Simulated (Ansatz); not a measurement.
Forms of AlCN and their order

Ansatz 0.2.0, basis cc-pVDZ; geometries are PBE0/def2-TZVP minima. Wave-function levels freeze the cores; HF, MP2 and coupled cluster are restricted for singlets and unrestricted otherwise, Kohn–Sham unrestricted where that lies lower. The reference is CCSDT(Q) (coupled cluster only where its series has nearly closed). Semilocal and hybrid functionals correlate all electrons outside any core potential and usually lie nearer their basis limit than the reference, so part of their error here is the reference's basis and frozen-core error; RPA and the MP2 part of double hybrids freeze the same cores as the reference. None of these values is a measured one. Energies are electronic, without zero-point terms. The set is small: such energies can lie up to about 0.3 eV from the limit, spin gaps mostly less, so near ties and functionals' places can change in larger sets. No spin–orbit coupling and no scalar relativity. The species are chosen: bound, without strong static correlation by their natural occupations or amplitudes, and with a ladder that closes on the reference, so errors are smaller than for species at large; levels whose determinant breaks symmetry or spin markedly are left out.

A. triplet; N–Al 1.793, C–N 1.178, angle at N 180°. Coordinates (Å): Al 0.000 0.000 1.588; N 0.000 0.000 -0.205; C 0.000 0.000 -1.383
B. singlet; C–Al 2.025, C–N 1.157, angle at C 180°. Coordinates (Å): Al 0.000 0.000 1.736; C 0.000 0.000 -0.289; N 0.000 0.000 -1.446
C. singlet; N–Al 1.858, C–N 1.176, angle at N 180°. Coordinates (Å): Al 0.000 0.000 -1.631; N 0.000 0.000 0.227; C 0.000 0.000 1.403

Question: From bonding and spin, estimate the order of these in energy at CCSDT(Q), each at its own geometry.

Answer: At CCSDT(Q), above the lowest of those listed: C (0.0 kJ/mol), B (12.3 kJ/mol), A (272.9 kJ/mol).

```csv
level,B less C (kJ/mol),A less C (kJ/mol)
CCSDT(Q),12.3,272.9
MP2,3.7,251.0
CCSD,14.8,272.9
CCSD(T),13.2,273.7
PBE,11.3,251.5
r2SCAN,19.0,231.4
PBE0,18.0,253.9
wB97M-V,27.6,310.1
B2PLYP,15.2,274.7
RPA-PBE,15.0,280.5
```

Every level shown puts the same form lowest.

The geometries are PBE0's, not this basis's own minima.
